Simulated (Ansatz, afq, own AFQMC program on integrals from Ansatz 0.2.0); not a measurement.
**AlNH2, triplet, reference energies and how methods fare**

| atom | x (Å) | y (Å) | z (Å) |
| --- | --- | --- | --- |
| Al | 0.0000 | 0.0000 | 0.6865 |
| N | 0.0000 | 0.0000 | -1.0849 |
| H | 0.0000 | 0.8334 | -1.6498 |
| H | 0.0000 | -0.8334 | -1.6498 |

Geometry: a PBE0/def2-TZVP stationary point, not shown to be a minimum. Basis cc-pVDZ. Noble-gas cores (and the filled d shells of Ga–Kr and In–Xe) are frozen. Ansatz 0.2.0 and our own AFQMC program on the same integrals; the CISD trial comes from CCSD amplitudes, and released means the phaseless constraint is let go. Error bars are statistical, one sigma.

Best estimates are CCSD(T) at the basis-set limit (def2-TZVPP/QZVPP) plus the step from CCSD(T) to the highest rung at hand in cc-pVDZ, named in the table (released AFQMC can keep some 10 meV of bias). No zero-point, core-correlation or spin–orbit terms. Other levels are in cc-pVDZ, the functionals in def2-TZVP; a dash marks a level that is missing or breaks spin symmetry for a member.

Cautions: AlNH₂ (triplet): another spin lies lower.

| process | best estimate (kcal/mol) | highest rung |
| --- | --- | --- |
| to charge +0, singlet (vertical) | -58.1 | CCSDT(Q) |
| to charge +1, doublet (vertical) | 137.2 | CCSDT(Q) |
| to free atoms | 229.0 | CCSDT(Q) |

Errors against the best estimates in kcal/mol, the processes numbered in the order above:

```csv
level,"error, 1","error, 2","error, 3"
MP2,6.9,-5.3,-28.1
CCSD(T),1.7,-4.1,-35.8
ph-AFQMC/CISD,1.7 ± 0.1,-4.2 ± 0.2,-35.3 ± 0.1
CCSD(T)/CBS,-0.1,0.0,-0.4
PBE,2.6,-1.0,3.9
r2SCAN,7.8,0.9,1.4
PBE0,3.8,0.2,-2.7
B3LYP,-1.8,-2.2,-3.9
wB97M-V,-8.3,-8.9,-7.1
B2PLYP,-0.8,-4.4,-6.5
```

Cost at the first geometry (cards were shared with other jobs): PBE0/cc-pVDZ, 1.1 s on 1 thread of AMD EPYC 7R13 Processor (Zen 3), on a shared host; UCCSD(T)/cc-pVDZ, 6.5 s on 1 × NVIDIA H100 80GB HBM3 with 1 thread of AMD EPYC 7R13 Processor (Zen 3), on a shared host; CCSD(T)/def2-QZVPP, 14 s on 1 × NVIDIA H100 80GB HBM3 with 1 thread of AMD EPYC 7R13 Processor (Zen 3) (shared host); CCSDT(Q), 7 s on 1 × NVIDIA H100 80GB HBM3 with 1 thread of AMD EPYC 7R13 Processor (Zen 3), with other jobs on the host; ph-AFQMC/CISD with release, 29 s on 1 × NVIDIA H100 80GB HBM3 with 2 threads of AMD EPYC 7R13 Processor (Zen 3), on a shared host.

Best estimates are given only where the step beyond CCSD(T) is under 0.3 eV and no member's determinant is very poor (T1 over 0.05, or 0.07 for open shells, ⟨S²⟩ too high by 0.3, two states mixed), so the hardest cases are missing from such tables.

The functionals ran in a triple-zeta set and keep a basis error of their own, a few kJ/mol for each bond in atomization energies and more for double hybrids, so close places among them and the extrapolated levels can swap.

CCSDT and higher add their correlation energy to the determinant of the CCSD(T) run, since their own runs factorise the integrals more tightly (a shift of under 2 meV). Each member of a difference takes its own highest rung, so a best estimate needn't equal the limit plus the step of one row. A walk keeps the symmetry of its determinant, which the program's search chose and which needn't be the lowest solution, so a lower state of the same spin and another symmetry isn't excluded.
